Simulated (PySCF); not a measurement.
carbonyl sulfide (COS), SMILES O=C=S.

Coordinates come from a B3LYP-D3(BJ)/def2-TZVP optimisation.

Two levels are set side by side: TDDFT-PBE/def2-TZVPD (PySCF) and ADC(2)/aug-cc-pVDZ (PySCF). Vertical, same geometry; the bases differ. Differences are taken from unrounded values.

| quantity | TDDFT-PBE |
|---|---|
| lowest singlet excitation (eV) | 5.55 |

These are the TDDFT-PBE values. What does ADC(2) give? (The exact figures need the calculation; the answer reports its results.)


```csv
quantity,ADC(2),TDDFT-PBE minus ADC(2)
lowest singlet excitation (eV),6.02,-0.47
```

Functionals without exact exchange tend to place singlet excitations lower, as here. Differences between two approximate levels are no errors against the true value.

Rough cost on one machine, each run with all the roots and properties that it gave: ADC(2) against TDDFT-PBE about 3 times.
